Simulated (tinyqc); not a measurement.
Inside a calculation. Method: geometry optimisation on the RHF/sto-3g surface (energies and gradients from PySCF), for H2O, spin multiplicity 1. Computed by tinyqc, a small Python program that keeps every step (integrals from PySCF). Settings: charge = 0, multiplicity = 1, basis = sto-3g, optimiser = bfgs, first Hessian = 0.6, largest step = 0.5, iteration cap = 30. Command: `OMP_NUM_THREADS=1 python tinyqc.py 27179 27180 out.jsonl` (the two numbers bound the seeds that draw the settings). One thread of a shared host (Intel(R) Xeon(R) Processor @ 2.60GHz), about 0.6 s of CPU time with the checks.

## Step 1: energy and gradient

positions at the start (bohr):
```
,x,y,z
1O,0.018897,0.075589,0.041574
2H,0.017008,1.366272,1.220763
3H,-0.026456,-1.349264,1.230212
```

Self-consistent energy and analytic gradient at these positions.

energy = -74.95998021 hartree

gradient (hartree/bohr):
```
,x,y,z
1O,0.00001922,0.06676114,0.05485391
2H,-0.00014713,-0.07822635,-0.05773243
3H,0.00012791,0.01146522,0.00287853
```

## Step 1: move

Quasi-Newton step p = -H^(-1) g (first H = 0.6 times the unit matrix); steps longer than 0.5 bohr are cut back.

positions after step 1 (bohr):
```
,x,y,z
1O,0.018865,-0.035680,-0.049849
2H,0.017253,1.496649,1.316984
3H,-0.026669,-1.368373,1.225414
```

## Step 2: energy and gradient

As before.

energy = -74.95547836 hartree

gradient (hartree/bohr):
```
,x,y,z
1O,-0.00023396,-0.08614135,-0.05979705
2H,-0.00034876,0.05945561,0.06805825
3H,0.00058272,0.02668574,-0.00826120
```

## Step 2: move

inverse Hessian in use (bohr^2/hartree):
```
,1,2,3,4,5,6,7,8,9
1,1.666666,-0.000770,-0.000622,0.000001,0.000863,0.000660,-0.000001,-0.000094,-0.000037
2,-0.000770,1.343351,-0.230120,-0.001030,0.244623,0.258774,0.001800,0.078693,-0.028654
3,-0.000622,-0.230120,1.506783,-0.000925,0.159361,0.181895,0.001547,0.070759,-0.022011
4,0.000001,-0.001030,-0.000925,1.666673,0.001503,0.000937,-0.000007,-0.000473,-0.000012
5,0.000863,0.244623,0.159361,0.001503,1.537300,-0.187148,-0.002366,-0.115257,0.027787
6,0.000660,0.258774,0.181895,0.000937,-0.187148,1.460891,-0.001597,-0.071625,0.023881
7,-0.000001,0.001800,0.001547,-0.000007,-0.002366,-0.001597,1.666675,0.000566,0.000049
8,-0.000094,0.078693,0.070759,-0.000473,-0.115257,-0.071625,0.000566,1.703231,0.000866
9,-0.000037,-0.028654,-0.022011,-0.000012,0.027787,0.023881,0.000049,0.000866,1.664797
```

Quasi-Newton step p = -H^(-1) g (the inverse Hessian comes from BFGS updates; coordinates in the order x, y, z of each atom); steps longer than 0.5 bohr are cut back.

positions after step 2 (bohr):
```
,x,y,z
1O,0.019058,0.031784,-0.003497
2H,0.017549,1.451894,1.263963
3H,-0.027158,-1.391081,1.232082
```

## Step 3: energy and gradient

As before.

energy = -74.96522299 hartree

gradient (hartree/bohr):
```
,x,y,z
1O,0.00037842,-0.00868419,-0.02713222
2H,-0.00017956,0.00960255,0.01746116
3H,-0.00019886,-0.00091837,0.00967106
```

## Step 3: move

inverse Hessian in use (bohr^2/hartree):
```
,1,2,3,4,5,6,7,8,9
1,1.666645,-0.004593,-0.002703,-0.000012,0.003304,0.003390,0.000034,0.001289,-0.000687
2,-0.004593,1.282136,-0.080632,0.000000,0.251787,0.210658,0.004593,0.132744,-0.130026
3,-0.002703,-0.080632,1.741101,0.000626,0.037210,-0.001706,0.002078,0.043422,-0.072729
4,-0.000012,0.000000,0.000626,1.666683,0.000672,-0.000296,-0.000004,-0.000673,-0.000329
5,0.003304,0.251787,0.037210,0.000672,1.554736,-0.128942,-0.003977,-0.139857,0.091732
6,0.003390,0.210658,-0.001706,-0.000296,-0.128942,1.574332,-0.003094,-0.081716,0.094040
7,0.000034,0.004593,0.002078,-0.000004,-0.003977,-0.003094,1.666637,-0.000616,0.001016
8,0.001289,0.132744,0.043422,-0.000673,-0.139857,-0.081716,-0.000616,1.673779,0.038294
9,-0.000687,-0.130026,-0.072729,-0.000329,0.091732,0.094040,0.001016,0.038294,1.645355
```

As before.

positions after step 3 (bohr):
```
,x,y,z
1O,0.018231,0.036016,0.043460
2H,0.017867,1.441395,1.238508
3H,-0.026649,-1.384814,1.210580
```

## Convergence

Stop when the largest gradient component is below 3e-5 hartree/bohr. The inverse Hessian follows the BFGS update with s = step, y = change of gradient.

Course of the optimisation:
```
step,E (hartree),largest gradient (hartree/bohr)
1,-74.95998021,7.82e-02
2,-74.95547836,8.61e-02
3,-74.96522299,2.71e-02
4,-74.96541011,2.19e-02
5,-74.96587947,3.47e-03
6,-74.96589653,1.17e-03
7,-74.96590097,3.42e-04
8,-74.96590119,6.19e-06
```

Final distances (angstrom):
```
pair,distance
2H-1O,0.989406
3H-1O,0.989404
3H-2H,1.516156
```

Converged in 8 steps.
